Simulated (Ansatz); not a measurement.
**Worked example: correlation energy of [CH$_{3}$···H···CH$_{2}$], triplet**

Geometry: a point of a hydrogen-transfer path between rigid fragments, not a stationary point.

```xyz
8

C    -1.3238    0.0000    0.0000
H    -1.6870    1.0273    0.0000
H    -1.6870   -0.5137    0.8897
H    -1.6870   -0.5137   -0.8897
H     0.1722    0.0000    0.0000
C     1.4252    0.0000    0.0000
H     1.8397    0.0000    0.9962
H     1.8397    0.0000   -0.9962
```

Basis cc-pVDZ; Ansatz 0.2.0. Correlated methods freeze the noble-gas cores, which leaves 14 electrons in 56 orbitals. R marks a restricted (for open shells ROHF) determinant, U an unrestricted one.

Full CI isn't at hand for all of this; UCCSDT(Q) serves as the reference, and is uncertain by about the last step of the cluster series.

Runs differ by some tens of microhartree through their thresholds and, for an open shell, their frozen cores, so steps under 0.03 kcal/mol mean nothing.

```csv
level,total energy (hartree)
UHF,-79.083610
UMP2,-79.350155
UCCSD,-79.395539
UCCSD(T),-79.402540
UCCSDT,-79.403540
UCCSDT(Q),-79.403877
```

Q: What is the correlation energy at UCCSDT(Q), and what share of it do UMP2 and UCCSDT recover?

A: E(corr) = -79.403877 − (-79.083610) = -0.320267 hartree = -8.715 eV. UMP2: -0.266545 / -0.320267 = 83.23 %. UCCSDT: -0.319930 / -0.320267 = 99.89 %.

Q: By how many kcal/mol does UCCSD(T) miss UCCSDT(Q) (1 hartree = 627.509 kcal/mol), and which steps make up the rest?

A: -79.402540 − (-79.403877) = 0.001337 hartree = 0.84 kcal/mol. Steps: UCCSDT − UCCSD(T) = -0.63, UCCSDT(Q) − UCCSDT = -0.21 kcal/mol. Differences between like states or geometries often cancel part of this.
